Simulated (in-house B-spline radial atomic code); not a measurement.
Xe. Computed with a B-spline radial atomic code. Model: non-relativistic spherical atom: semilocal Troullier-Martins pseudo-atom, one channel per l, against all electrons, high spin, G0W0 and RPA with empty states to l = 8, local potential for every l without a channel, a model core (radius 0 = none) keeps its share of the functional.

The core holds an angular momentum without a channel of its own, so the local potential lets valence electrons into it.

Without relativity these are model numbers for so heavy an element.

What the tables leave out is listed at the end.

The pseudopotential gives back the lowest level of each angular momentum of its own functional in the configuration it was made in; a second state of the same l is only approximately right. Exact exchange, RPA and GW see the smooth pseudo-orbitals and miss the exchange with the core, for which the functional's share stands in. The column with an uncorrelated core keeps all orbitals and exact exchange, and so separates missing core correlation from pseudisation. Only the three outermost levels and the lowest empty one were computed. RPA here is direct RPA, with no exchange kernel, and its energies carry an (l + 1/2)⁻⁴ tail. A hybrid on a potential with a model core restores only its own semilocal share of the core's exchange.

Command:
```bash
python run_psgw.py task.json out
```
Settings (lengths in bohr, energies in hartree):
```
Z                      54
electrons              54
configuration          [Kr] 4d10 5s2 5p6
generated_in           [Kr] 4d10 5s2 5p6
functional             pbe,pbe
core_shells            9
radius_factor          0.9
core_correction        False
```

Time taken, with all properties: 31 s on 1 thread of Arm Neoverse N1 (shared host).

Given: made with PBE; model core radius 0 bohr; local radius 1.565 bohr; mean-field start PBE0.

Valence shells of the generating configuration: 5s, 5p.

Channel: s 1.535, p 1.734 (radii in bohr).

Computed: largest level miss in the spin-unpolarised generating configuration 0.001 eV; valence RPA correlation energy all-electron orbitals -0.31661 hartree; valence RPA correlation energy pseudo -0.5711 hartree; all-electron RPA polarisability, core included 22.112 bohr³.

```tsv
level	occupied	mean-field all-electron (eV)	mean-field pseudo minus all (eV)	G0W0 all-electron (eV)	G0W0 uncorrelated core minus all (eV)	G0W0 pseudo minus all (eV)	exchange self-energy all-electron (eV)	exchange self-energy pseudo (eV)
5p	1	-9.5731	0.041	-12.614	0.29	-0.273	-18.558	-15.492
```

(1) What is the pseudo-atom RPA polarisability?

Given: mean-field start Hartree-Fock.

Computed: valence RPA correlation energy pseudo -0.36121 hartree; all-electron RPA polarisability, core included 17.423 bohr³; pseudo-atom RPA polarisability 19.06 bohr³.

```
level  occupied  mean-field all-electron (eV)  mean-field pseudo minus all (eV)  G0W0 all-electron (eV)  G0W0 uncorrelated core minus all (eV)  G0W0 pseudo minus all (eV)  exchange self-energy all-electron (eV)  exchange self-energy pseudo (eV)
   5p         1                       -12.444                             0.076                 -13.057                                  0.277                      -0.027                                 -18.333                           -15.461
```

(2) What is the valence RPA correlation energy all-electron orbitals?

Results:

(1) 25.243 bohr³.

(2) -0.25687 hartree.

Among the listed levels the largest G0W0 shift of the pseudo-atom is -0.27 eV, for 5p on the PBE0 start, while leaving the core uncorrelated moves that level by +0.29 eV. The rest, -0.56 eV, comes from pseudisation and the lost core exchange. Not in the tables (levels of low weight, unsolved or above zero; the highest and the empty levels are kept at any weight): the PBE start was refused, since an empty level lay at or below an occupied one; on PBE0 the G0W0 levels 5s (pseudo minus all -4.72 eV, weights 0.48 and 0.25); on Hartree-Fock the G0W0 levels 5s (pseudo minus all +2.40 eV, weights 0.62 and 0.85).
